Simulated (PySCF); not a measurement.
Species: C4H3NO.
SMILES with atom numbers: `[H]/[N:1]=[CH:2]\[C:3]#[C:4][CH:5]=[O:6]` (hydrogens: H7 on N1; H8 on C2; H9 on C5)

The calculation used EOM-IP-CCSD/aug-cc-pVDZ in PySCF, restricted Hartree–Fock reference, 6 core orbitals frozen, non-relativistic, gas phase, PBE0-D3(BJ)/def2-SVP geometry.

Hartree–Fock orbital energies give these Koopmans values (eV): HOMO 11.15, HOMO-1 11.75, HOMO-2 12.75, HOMO-3 13.01, HOMO-4 14.25, HOMO-5 15.67, HOMO-6 17.60, HOMO-7 18.53.

**Question.** What vertical ionisation energies does EOM-IP-CCSD give?

**Answer.** 
```csv
leading hole (HF orbital),Koopmans (eV),EOM-IP-CCSD (eV),change (eV),one-hole share
HOMO-2,12.75,10.74,-2.01,0.94
HOMO-3,13.01,10.94,-2.07,0.94
HOMO,11.15,11.10,-0.05,0.96
HOMO-1,11.75,11.68,-0.07,0.95
HOMO-4,14.25,13.66,-0.59,0.93
HOMO-5,15.67,14.84,-0.83,0.91
HOMO-6,17.60,15.97,-1.63,0.94
HOMO-7,18.53,16.18,-2.35,0.93
```

**Question.** Does the order of the lines follow the orbital energies?

**Answer.** No: the HOMO-2 hole (10.74 eV) falls below the HOMO hole (11.10 eV); the HOMO-2 hole (10.74 eV) falls below the HOMO-1 hole (11.68 eV); the HOMO-3 hole (10.94 eV) falls below the HOMO hole (11.10 eV); the HOMO-3 hole (10.94 eV) falls below the HOMO-1 hole (11.68 eV). The corrections run from -2.35 to -0.05 eV, with a mean of -1.20 eV over the 8 lines; no line lies above its Koopmans value. Koopmans values leave out both the relaxation of the orbitals and the change in correlation energy.

**Question.** At what kinetic energies would He I light (21.22 eV) eject these electrons?

**Answer.** 10.48 eV (HOMO-2), 10.28 eV (HOMO-3), 10.12 eV (HOMO), 9.54 eV (HOMO-1), 7.56 eV (HOMO-4), 6.38 eV (HOMO-5), 5.25 eV (HOMO-6), 5.04 eV (HOMO-7).

**Question.** What total energy has the lowest final state, and which wavelength reaches it?

**Answer.** E(CCSD) + ionisation energy = -283.36794 + 0.39460 = -282.97334 Eh, at the geometry of the initial state. The threshold wavelength is 1239.84 eV nm/10.74 eV = 115.4 nm.

One root was sought for each valence orbital with −ε under 21 eV, eight at most, so deeper holes and satellites are missing; no vibrational structure.

Hardware: one thread, Arm Neoverse V1 (aarch64), shared host. Cost: 12 min, 3.0 GiB resident at most.
